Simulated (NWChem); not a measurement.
**doublet C2H5NO+: levels of theory compared**

We compute a comparison of 4 runs (UM06-2X/cc-pVDZ, U-wB97X/cc-pVDZ, UB2PLYP/cc-pVDZ, UCAM-B3LYP/cc-pVDZ) of doublet C2H5NO+. 

The calculation is run with NWChem 7.3.0.

## 1. The structure to begin with

C2H5NO+: 9 atoms, total charge +1, spin state doublet. SMILES of the parent species: `CNC=O`. The shape is that of a PBE0-D4/def2-TZVP optimisation. That shape belongs to the parent species and isn't relaxed for this state.

Bond lengths: C1–N2 1.441 Å, N2–C3 1.351 Å, C3–O4 1.209 Å, C1–H5 1.093 Å, C1–H6 1.093 Å, C1–H7 1.089 Å, N2–H8 1.005 Å, C3–H9 1.106 Å. Some angles: C1–N2–C3 122.9°, N2–C3–O4 125.5°, C1–N2–H8 119.4°, C3–N2–H8 117.6°, N2–C1–H5 111.3°, N2–C1–H6 111.3°, N2–C1–H7 107.5°, N2–C3–H9 112.0°, O4–C3–H9 122.5°, H5–C1–H6 108.9°.

## 2. The energy at UM06-2X/cc-pVDZ (run 1)

Contents of c2h5no.nw:

```
start c2h5no
memory stack 880 mb heap 220 mb global 1100 mb
charge 1

geometry units angstrom noautosym nocenter noautoz
  C     -0.320000     0.595900    -0.882400
  N     -0.338700    -0.404500     0.154300
  C      0.657300    -0.546900     1.055200
  O      1.660900     0.125800     1.103700
  H     -0.361800     0.139400    -1.874400
  H     -1.155500     1.292800    -0.777800
  H      0.613100     1.148900    -0.787900
  H     -1.123200    -1.028900     0.223800
  H      0.456500    -1.368700     1.768300
end

basis spherical bse
  C library cc-pVDZ
  N library cc-pVDZ
  O library cc-pVDZ
  H library cc-pVDZ
end

dft
  xc m06-2x
  mult 2
  grid xfine
  convergence energy 1e-08
  maxiter 100
  mulliken
  print low
end

task dft energy
```

The run is started by

```sh
$ nwchem c2h5no.nw > c2h5no.out
```

Output:

```text
[...]
 d= 0,ls=0.0,diis     1   -208.5456509531 -3.31D+02  1.23D-02  4.15D-01     7.0
[...]
 d= 0,ls=0.0,diis    15   -208.7609429541 -2.54D-09  3.25D-07  3.72D-10   104.1
[...]
         Total DFT energy =     -208.760942954111
      One electron energy =     -516.025048904392
           Coulomb energy =      213.059894881603
    Exchange-Corr. energy =      -27.800116893870
 Nuclear repulsion energy =      122.004327962548
[...]
      Total Density - Mulliken Population Analysis
     ---------------------------------------------
    Atom       Charge   Shell Charges
 -----------   ------   -------------------------------------------------------
    1 C    6     6.00   2.01  0.66  0.38  2.10  0.79  0.05
    2 N    7     6.98   2.01  0.79  0.65  2.38  1.12  0.03
    3 C    6     5.74   2.01  0.71  0.33  2.01  0.51  0.18
    4 O    8     8.05   2.01  0.88  0.91  2.74  1.49  0.02
    5 H    1     0.84   0.71  0.10  0.03
    6 H    1     0.84   0.71  0.10  0.03
    7 H    1     0.86   0.72  0.11  0.03
    8 H    1     0.80   0.70  0.05  0.05
    9 H    1     0.88   0.73  0.12  0.03
[...]
      <S2> =      0.7809 (Exact =     0.7500)
[...]
```

Run time: 1.7 min. Hardware: 1 thread of AMD EPYC 7R13 (Zen 3), shared host; peak memory 0.14 GiB.

## 3. A single-point energy at U-wB97X/cc-pVDZ (run 2)

Contents of run.py:

```python
from ase import Atoms
from ase.calculators.nwchem import NWChem

atoms = Atoms(['C', 'N', 'C', 'O', 'H', 'H', 'H', 'H', 'H'], positions=[
    [-0.320000, 0.595900, -0.882400],
    [-0.338700, -0.404500, 0.154300],
    [0.657300, -0.546900, 1.055200],
    [1.660900, 0.125800, 1.103700],
    [-0.361800, 0.139400, -1.874400],
    [-1.155500, 1.292800, -0.777800],
    [0.613100, 1.148900, -0.787900],
    [-1.123200, -1.028900, 0.223800],
    [0.456500, -1.368700, 1.768300],
])

calc = NWChem(
    label='c2h5no',
    theory='dft',
    memory='2200 mb',
    basis='cc-pVDZ',
    basispar='spherical bse',
    charge=1,
    dft={'xc': 'wb97x', 'mult': '2', 'grid': 'xfine', 'convergence': 'energy 1e-08', 'iterations': '100', 'mulliken': None},
    task='energy',
)
atoms.calc = calc

e = atoms.get_potential_energy()
print(f"E = {e:.6f} eV")
```

The run is started by

```sh
$ export ASE_NWCHEM_COMMAND="nwchem PREFIX.nwi > PREFIX.nwo"
$ python run.py
```

Output:

```text
E = -5681.740354 eV
```

The calculator wrote c2h5no.nwi:

```
title "c2h5no"

permanent_dir c2h5no

scratch_dir c2h5no

start c2h5no

geometry units angstrom nocenter noautosym noautoz
  C  -3.2000000000000001e-01 5.9589999999999999e-01 -8.8239999999999996e-01
  N  -3.3870000000000000e-01 -4.0450000000000003e-01 1.5429999999999999e-01
  C  6.5730000000000000e-01 -5.4690000000000005e-01 1.0551999999999999e+00
  O  1.6609000000000000e+00 1.2580000000000000e-01 1.1036999999999999e+00
  H  -3.6180000000000001e-01 1.3940000000000000e-01 -1.8744000000000001e+00
  H  -1.1555000000000000e+00 1.2927999999999999e+00 -7.7780000000000005e-01
  H  6.1309999999999998e-01 1.1489000000000000e+00 -7.8790000000000004e-01
  H  -1.1232000000000000e+00 -1.0288999999999999e+00 2.2380000000000000e-01
  H  4.5650000000000002e-01 -1.3687000000000000e+00 1.7683000000000000e+00
end

charge 1

memory 2200 mb

basis spherical bse noprint
   * library cc-pVDZ
end

dft
  xc wb97x
  mult 2
  grid xfine
  convergence energy 1e-08
  iterations 100
  mulliken
end

task dft energy
```

c2h5no.nwo:

```text
Northwest Computational Chemistry Package (NWChem) 7.3.0
             --------------------------------------------------------

           Job information
           ---------------

    nwchem branch   = 7.3.0
    use scalapack   = T
    input           = c2h5no.nwi
    prefix          = c2h5no.
    data base       = c2h5no/c2h5no.db
    status          = startup
    nproc           =        1

           Memory information
           ------------------

    heap     =     72089600 doubles =      550.0 Mbytes
    stack    =     72089597 doubles =      550.0 Mbytes
    global   =    144179200 doubles =     1100.0 Mbytes (distinct from heap & stack)
    total    =    288358397 doubles =     2200.0 Mbytes
    verify   = yes
    hardfail = no

[... 108 lines left out ...]
  convergence criterion.
[... 18 lines left out ...]
          Convergence on gradient requested:  5.00D-04
[... 32 lines left out ...]
          Convergence aids based upon iterative change in
[... 30 lines left out ...]
 1-e energy   =    -505.509622
[... 57 lines left out ...]
         Total DFT energy =     -208.800108499625
[... 2 lines left out ...]
    Exchange-Corr. energy =      -27.844218965165
[... 575 lines left out ...]
                     DFT Final Beta Molecular Orbital Analysis
[... 660 lines left out ...]
 center of mass
 --------------
 x =   0.77742203 y =  -0.09215895 z =   0.65389919

 moments of inertia (a.u.)
 ------------------
         213.104124645658           1.673007953421        -119.840855072995
           1.673007953421         317.542559659331          56.251989935086
        -119.840855072995          56.251989935086         220.451409551069

     Multipole analysis of the density
     ---------------------------------

     L   x y z        total         alpha         beta         nuclear
     -   - - -        -----         -----         ----         -------
     0   0 0 0      1.000000    -16.000000    -15.000000     32.000000

     1   1 0 0     -0.927472    -11.487663    -10.924481     21.484673
[... 8 lines of this table left out ...]
     2   0 0 2    -12.088157    -59.470923    -56.822517    104.205284

 Task  times  cpu:      346.8s     wall:      346.8s
 Total times  cpu:      346.8s     wall:      346.8s
```

Run time: 5.8 min. Hardware: 1 thread of AMD EPYC 7R13 (Zen 3), shared host; peak memory 0.14 GiB.

Run 3 isn't shown in full; the table further down has it.

## 4. The energy at UCAM-B3LYP/cc-pVDZ (run 4)

Contents of c2h5no.nw:

```
start c2h5no
memory total 2200 mb
charge 1

geometry units bohr noautosym nocenter noautoz
   C     -0.60471236     1.12608780    -1.66749433
   N     -0.64005024    -0.76439422     0.29158474
   C      1.24211698    -1.03349122     1.99403901
   O      3.13864612     0.23772755     2.08569072
   H     -0.68370291     0.26342782    -3.54210265
   H     -2.18357854     2.44303793    -1.46982898
   H      1.15859109     2.17110634    -1.48891521
   H     -2.12254038    -1.94433921     0.42292071
   H      0.86265998    -2.58646815     3.34160271
end

basis spherical bse
   * library cc-pVDZ
end

dft
   xc xcamb88 1.00 lyp 0.81 vwn_5 0.19 hfexch 1.00
   cam 0.33 cam_alpha 0.19 cam_beta 0.46
   mult 2
   grid xfine
   convergence energy 1e-08
   direct
   maxiter 100
   mulliken
   print medium
end

task dft energy
```

The run is started by

```sh
$ nwchem c2h5no.nw > c2h5no.out
```

Output:

```text
[...]
          Wavefunction type:  spin polarized.
          No. of atoms     :     9
          No. of electrons :    31
[...]
          Charge           :     1
          Spin multiplicity:     2
[...]
          AO basis - number of functions:    81
[...]
              XC Information
              --------------
                     Hartree-Fock (Exact) Exchange  1.000
                   CAM-Becke88 Exchange Functional  1.000
                      VWN V Correlation Functional  0.190 local
              Lee-Yang-Parr Correlation Functional  0.810
[...]
 d= 0,ls=0.0,diis     1   -208.5391103371 -3.31D+02  1.28D-02  4.41D-01     7.1
[...]
 d= 0,ls=0.0,diis    22   -208.7571598217 -4.59D-09  6.79D-07  7.61D-11   157.7
[...]
         Total DFT energy =     -208.757159821698
      One electron energy =     -516.118675991713
           Coulomb energy =      213.158738781893
    Exchange-Corr. energy =      -27.801541734815
 Nuclear repulsion energy =      122.004319122937
[...]
      Total Density - Mulliken Population Analysis
     ---------------------------------------------
    Atom       Charge   Shell Charges
 -----------   ------   -------------------------------------------------------
    1 C    6     5.99   2.01  0.66  0.35  2.13  0.77  0.06
    2 N    7     6.93   2.01  0.78  0.64  2.41  1.06  0.03
    3 C    6     5.78   2.01  0.70  0.33  2.04  0.52  0.18
    4 O    8     8.02   2.01  0.88  0.89  2.77  1.45  0.02
    5 H    1     0.85   0.70  0.12  0.03
    6 H    1     0.85   0.70  0.12  0.03
    7 H    1     0.87   0.72  0.13  0.03
    8 H    1     0.81   0.70  0.06  0.05
    9 H    1     0.89   0.72  0.14  0.03
[...]
      <S2> =      0.7875 (Exact =     0.7500)
[...]
```

It took 2.6 min on 1 thread of AMD EPYC 7R13 (Zen 3), shared host; peak memory 0.14 GiB.

## 5. The series

```
run               level  frozen core orbitals  energy (Eh)   ⟨S²⟩  wall time
  1     UM06-2X/cc-pVDZ                     –  -208.760943  0.781    1.7 min
  2     U-wB97X/cc-pVDZ                     –  -208.800108  0.788    5.8 min
  3     UB2PLYP/cc-pVDZ                     4  -208.647497  0.838    1.7 min
  4  UCAM-B3LYP/cc-pVDZ                     –  -208.757160  0.787    2.6 min
```

## 6. What came out

```
                                 quantity          value
                      run 4: total energy  -208.75716 Eh
run 4: HOMO energy (highest over α and β)      -16.20 eV
 run 4: LUMO energy (lowest over α and β)      -10.84 eV
                              run 4: ⟨S²⟩          0.787
```

Totals of different functionals can't be ranked against each other. All runs together took 12 min, the longest 5.8 min.
